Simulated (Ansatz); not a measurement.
# C3H3NS: state-averaged CASSCF

Program: Ansatz, Gaussian basis, development build. State-averaged CASSCF with equal weights; occupations are averaged over the states; levels count from the state that is lowest in CASSCF. CASSCF levels without dynamic correlation can be off by over 1 eV. No symmetry is imposed, so a solution can break that of the shape. No proof that the lowest CASSCF solution was found.

Geometry:

```csv
atom,x (Å),y (Å),z (Å)
S,0.0000,0.0091,1.1821
C,0.0000,1.1969,-0.0686
C,0.0000,-1.2158,-0.0129
N,0.0000,0.7237,-1.2958
C,0.0000,-0.6474,-1.2627
H,0.0000,2.2542,0.1684
H,0.0000,-2.2654,0.2474
H,0.0000,-1.2020,-2.1939
```

Basis cc-pV(T+d)Z on S, cc-pVTZ on C/N/H, nonrelativistic, 9 orbitals frozen in the corrections; active space CAS(6,5). Averaged: 3 singlets.

(1) Give the levels in order.

Same geometry.

Basis cc-pV(T+d)Z on S, cc-pVTZ on C/N/H, nonrelativistic, 9 orbitals frozen in the corrections; active space CAS(6,5). Averaged: 1 singlet, 1 triplet.

(2) Give the levels in order, with their spins.

Geometry:

```xyz
8

S     0.0047    0.0511    1.1664
N     0.0186    1.2704    0.0026
C    -0.0076   -1.2370    0.0482
C     0.0015    0.6804   -1.1900
C     0.0078   -0.7165   -1.2659
H     0.0098   -2.2857    0.3378
H     0.0155    1.3604   -2.0552
H    -0.0129   -1.3029   -2.1646
```

Basis cc-pV(T+d)Z on S, cc-pVTZ on N/C/H, nonrelativistic, 9 orbitals frozen in the corrections; active space CAS(6,5). Averaged: 3 singlets.

(3) Give the levels in order.

## Answers

(1) 

```csv
state,CASSCF (eV)
singlet,0.000
singlet,5.792
singlet,6.422
```

Occupations: 1.79, 1.67, 1.65, 0.68, 0.20.

(2) 

```json
{"state": "singlet", "CASSCF (eV)": "0.000"}
{"state": "triplet", "CASSCF (eV)": "3.683"}
```

Occupations: 2.00, 1.90, 1.47, 0.53, 0.10.

(3) 

```csv
state,CASSCF (eV)
singlet,0.000
singlet,5.704
singlet,6.047
```

Occupations: 1.72, 1.71, 1.67, 0.71, 0.19.
